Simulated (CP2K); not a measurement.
# U-revPBE-D3(BJ)/TZV2P-MOLOPT-PBE-GTH (core potential) run of S2 (sulfur dimer)

What is the vertical ionisation energy of S2 (sulfur dimer) at U-revPBE-D3(BJ)/TZV2P-MOLOPT-PBE-GTH (core potential)? 

Program for the calculation: CP2K 2026.2.

5 further runs of the same task are left out: 3 that didn't finish, 2 set aside as unsound or not needed.

**1. The system as given**

The species is S2 (2 atoms), meant as a triplet with charge 0. As SMILES, `S=S`. The bond length is the measured one.

Bond lengths: S1–S2 1.889 Å.

**2. The energy at U-revPBE-D3(BJ)/TZV2P-MOLOPT-PBE-GTH (core potential)**

molecule.inp reads:

```
&FORCE_EVAL
    METHOD QS
    &DFT
        BASIS_SET_FILE_NAME BASIS_MOLOPT_UZH
        POTENTIAL_FILE_NAME POTENTIAL_UZH
        MULTIPLICITY 3
        LSD T
        # Quickstep
        &QS
            METHOD GPW
            EPS_DEFAULT 1.0E-10
        &END QS
        &MGRID
            CUTOFF 400
            REL_CUTOFF 50
            NGRIDS 4
        &END MGRID
        # cluster boundary conditions
        &POISSON
            PERIODIC NONE
            POISSON_SOLVER MULTIPOLE
        &END POISSON
        # self-consistent field
        &SCF
            SCF_GUESS ATOMIC
            EPS_SCF 1.0E-06
            MAX_SCF 50
            &OT
                MINIMIZER DIIS
                PRECONDITIONER FULL_SINGLE_INVERSE
            &END OT
            &OUTER_SCF
                EPS_SCF 1.0E-06
                MAX_SCF 10
            &END OUTER_SCF
        &END SCF
        # exchange and correlation
        &XC
            &XC_FUNCTIONAL
                &PBE
                    PARAMETRIZATION REVPBE
                &END PBE
            &END XC_FUNCTIONAL
            &VDW_POTENTIAL
                POTENTIAL_TYPE PAIR_POTENTIAL
                &PAIR_POTENTIAL
                    TYPE DFTD3(BJ)
                    PARAMETER_FILE_NAME dftd3.dat
                    REFERENCE_FUNCTIONAL revPBE
                    R_CUTOFF 15
                &END PAIR_POTENTIAL
            &END VDW_POTENTIAL
        &END XC
        # extra output
        &PRINT
            &MOMENTS
                PERIODIC F
                REFERENCE COM
                MAX_MOMENT 1
            &END MOMENTS
            &MO_CUBES
                NLUMO 5
                NHOMO -1
                WRITE_CUBE F
            &END MO_CUBES
            &HIRSHFELD OFF
            &END HIRSHFELD
        &END PRINT
    &END DFT
    # structure
    &SUBSYS
        # box in angstrom
        &CELL
            ABC 7 7 8.9
            PERIODIC NONE
        &END CELL
        &COORD
            UNIT bohr
            S      0.0000000     0.0000000     0.0000000
            S      0.0000000     0.0000000     3.5700706
        &END COORD
        &TOPOLOGY
            &CENTER_COORDINATES
            &END CENTER_COORDINATES
        &END TOPOLOGY
        &KIND S
            BASIS_SET TZV2P-MOLOPT-PBE-GTH-q6
            POTENTIAL GTH-PBE-q6
        &END KIND
    &END SUBSYS
&END FORCE_EVAL

&GLOBAL
    PROJECT molecule
    RUN_TYPE ENERGY
    PRINT_LEVEL MEDIUM
&END GLOBAL
```

Launch:

```
OMP_NUM_THREADS=1 cp2k.psmp -i molecule.inp -o molecule.out
```

Output, shortened:

```text
CP2K| version string:                                       CP2K version 2026.2
[...]
 GLOBAL| Method name                                                        CP2K
[...]
 GLOBAL| Run type                                                         ENERGY
[...]
 DFT| Spin unrestricted (spin-polarized) Kohn-Sham calculation               UKS
 DFT| Multiplicity                                                             3
[...]
 DFT| Charge                                                                   0
[...]
 FUNCTIONAL| PBE:
[...]
 QS| Method:                                                                 GPW
[...]
 QS| Density cutoff [a.u.]:                                                200.0
[...]
 QS| Relative density cutoff [a.u.]:                                        25.0
[...]
                             - Atoms:                                          2
[...]
                             - Spherical basis functions:                     58
[...]
 Number of electrons:                                                          7
[...]
     1 OT DIIS     0.80E-01    0.9     0.08607712       -19.9063258643 -1.99E+01
[...]
    28 OT DIIS     0.80E-01    0.9     0.00000098       -20.4205982395 -2.11E-10
  *** SCF run converged in    28 steps ***
[...]
  Overlap energy of the core charge distribution:               0.00000001883739
  Self energy of the core charge distribution:                -48.34587040276067
  Core Hamiltonian energy:                                     10.72076556721570
  Hartree energy:                                              21.67068670935900
  Exchange-correlation energy:                                 -4.46306912244790
  Dispersion energy:                                           -0.00311100968050
  Total energy:                                               -20.42059823947697
[...]
                     Mulliken Population Analysis
 #  Atom  Element  Kind  Atomic population (alpha,beta) Net charge  Spin moment
       1     S        1         3.500001     2.499996     0.000003     1.000005
       2     S        1         3.499999     2.500004    -0.000003     0.999995
 # Total charge and spin        7.000000     5.000000    -0.000000     2.000000
[...]
  Dipole moment [Debye]
    X= -0.2468694E-05 Y= -0.1017585E-04 Z= -0.1752918E-04  Total=      0.0000204
[...]
 HOMO - LUMO gap [eV] :    3.836327
 ENERGY| Total FORCE_EVAL ( QS ) energy [hartree]            -20.420598239476970
[...]
```

Wall time 28 s (1 thread of Arm Neoverse V1, shared host); peak memory 0.55 GiB.

**3. The doublet cation**

gas.inp reads:

```
&GLOBAL
  PROJECT gas
  RUN_TYPE ENERGY
  PRINT_LEVEL MEDIUM
&END GLOBAL

&FORCE_EVAL
  METHOD QUICKSTEP
  &DFT
    BASIS_SET_FILE_NAME BASIS_MOLOPT_UZH
    POTENTIAL_FILE_NAME POTENTIAL_UZH
    CHARGE 1
    MULTIPLICITY 2
    UKS T
    &QS
      METHOD GPW
      EPS_DEFAULT 1.0E-10
    &END QS
    &MGRID
      CUTOFF 400
      REL_CUTOFF 50
      NGRIDS 4
    &END MGRID
    &POISSON
      PERIODIC NONE
      POISSON_SOLVER MULTIPOLE
    &END POISSON
    &SCF
      SCF_GUESS ATOMIC
      EPS_SCF 1.0E-06
      MAX_SCF 30
      &OT
        MINIMIZER CG
        PRECONDITIONER FULL_SINGLE_INVERSE
      &END OT
      &OUTER_SCF
        EPS_SCF 1.0E-06
        MAX_SCF 8
      &END OUTER_SCF
    &END SCF
    &XC
      &XC_FUNCTIONAL
        &PBE
          PARAMETRIZATION REVPBE
        &END PBE
      &END XC_FUNCTIONAL
      &VDW_POTENTIAL
        POTENTIAL_TYPE PAIR_POTENTIAL
        &PAIR_POTENTIAL
          TYPE DFTD3(BJ)
          PARAMETER_FILE_NAME dftd3.dat
          REFERENCE_FUNCTIONAL revPBE
          R_CUTOFF 15
        &END PAIR_POTENTIAL
      &END VDW_POTENTIAL
    &END XC
    &PRINT
      &MOMENTS
        PERIODIC F
        REFERENCE COM
        MAX_MOMENT 1
      &END MOMENTS
      &MO_CUBES
        NLUMO 1
        NHOMO -1
        WRITE_CUBE F
      &END MO_CUBES
      &HIRSHFELD OFF
      &END HIRSHFELD
    &END PRINT
  &END DFT
  &SUBSYS
    &CELL
      ABC 7 7 8.9
      PERIODIC NONE
    &END CELL
    &COORD
      S      3.500000     3.500000     3.505400
      S      3.500000     3.500000     5.394600
    &END COORD
    &KIND S
      BASIS_SET TZV2P-MOLOPT-PBE-GTH-q6
      POTENTIAL GTH-PBE-q6
    &END KIND
  &END SUBSYS
&END FORCE_EVAL
```

Launch:

```
OMP_NUM_THREADS=1 cp2k.psmp -i gas.inp -o gas.out
```

Output, shortened:

```text
CP2K| version string:                                       CP2K version 2026.2
[...]
 GLOBAL| Method name                                                        CP2K
[...]
 GLOBAL| Run type                                                         ENERGY
[...]
 DFT| Spin unrestricted (spin-polarized) Kohn-Sham calculation               UKS
 DFT| Multiplicity                                                             2
[...]
 DFT| Charge                                                                   1
[...]
 FUNCTIONAL| PBE:
[...]
 QS| Method:                                                                 GPW
[...]
 QS| Density cutoff [a.u.]:                                                200.0
[...]
 QS| Relative density cutoff [a.u.]:                                        25.0
[...]
                             - Atoms:                                          2
[...]
                             - Spherical basis functions:                     58
[...]
 Number of electrons:                                                          6
[...]
     1 OT CG       0.80E-01    0.9     0.09060928       -19.3372501568 -1.93E+01
[...]
    24 OT CG       0.20E+00    0.9     0.00000084       -20.0765998355 -9.08E-11
  *** SCF run converged in    24 steps ***
[...]
  Overlap energy of the core charge distribution:               0.00000001883739
  Self energy of the core charge distribution:                -48.34587040276067
  Core Hamiltonian energy:                                     10.32167173910701
  Hartree energy:                                              22.07739483272513
  Exchange-correlation energy:                                 -4.12668501372398
  Dispersion energy:                                           -0.00311100968007
  Total energy:                                               -20.07659983549519
[...]
                     Mulliken Population Analysis
 #  Atom  Element  Kind  Atomic population (alpha,beta) Net charge  Spin moment
       1     S        1         3.000004     2.499994     0.500002     0.500010
       2     S        1         2.999996     2.500006     0.499998     0.499990
 # Total charge and spin        6.000000     5.000000     1.000000     1.000000
[...]
  Dipole moment [Debye]
    X= -0.1907008E-04 Y=  0.4796371E-05 Z=  0.6951388E-05  Total=      0.0000209
[...]
 HOMO - LUMO gap [eV] :    2.905894
 ENERGY| Total FORCE_EVAL ( QS ) energy [hartree]            -20.076599835495191
[...]
```

It took 2.1 min on 1 thread of Arm Neoverse V1, shared host; peak memory 0.55 GiB.

**4. Results**

Level: U-revPBE-D3(BJ)/TZV2P-MOLOPT-PBE-GTH (core potential).

```
                                          quantity         value
                          triplet S2: total energy  -20.42060 Eh
                         triplet S2: dipole moment        0.00 D
    triplet S2: HOMO energy (highest over α and β)      -5.61 eV
     triplet S2: LUMO energy (lowest over α and β)      -4.24 eV
                     triplet S2: dispersion energy  -8.17 kJ/mol
                                  triplet S2: ⟨S²⟩         2.006
                      doublet cation: total energy  -20.07660 Eh
doublet cation: HOMO energy (highest over α and β)     -13.26 eV
 doublet cation: LUMO energy (lowest over α and β)     -13.11 eV
                 doublet cation: dispersion energy  -8.17 kJ/mol
                              doublet cation: ⟨S²⟩         0.754
vertical ionisation energy (to the doublet cation)      9.361 eV
```

In words: The vertical ionisation energy comes to 9.36 eV (216 kcal/mol).
